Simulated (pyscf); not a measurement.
# Routes from F–GeH(F)–F + HF

Candidate steps break at most two bonds and form at most two. Each was searched with GFN2-xTB (tblite) first. Optimised with ωB97X-D3(BJ)/def2-SVP in PySCF. Energies: ωB97M-D3(BJ)/def2-TZVP, kcal/mol, from the separated reactants, singlet surface.

```json
[
 {"products": "HF + F–Ge:–F [singlet] + HF", "type": "multi-bond step", "ΔE‡": "31.3", "ΔE": "+21.6", "ΔG‡ 298 K": "38.8", "ΔG‡ 900 K": "57.9", "ν‡ (cm⁻¹)": "1398i"},
 {"products": "F–Ge(F)(F)–F + H₂", "type": "four-centre exchange", "ΔE‡": "37.8", "ΔE": "-6.4", "ΔG‡ 298 K": "45.5", "ΔG‡ 900 K": "64.5", "ν‡ (cm⁻¹)": "1238i"}
]
```

Row 1: On the reactant side the descent ends in a complex (not fully relaxed), 5.0 kcal/mol under the separated species and 38.5 kcal/mol under the saddle at ωB97X-D3(BJ)/def2-TZVP. On the product side the descent ends in a bound adduct, 11.2 kcal/mol under the separated species and 17.8 kcal/mol under the saddle at ωB97X-D3(BJ)/def2-TZVP. 

Plain bond fissions and candidates not yet searched are not listed, and one of them may be faster. Each barrier is that of the saddle found; lower ones may exist. Elements up to Kr have no core potential and no relativistic terms here.
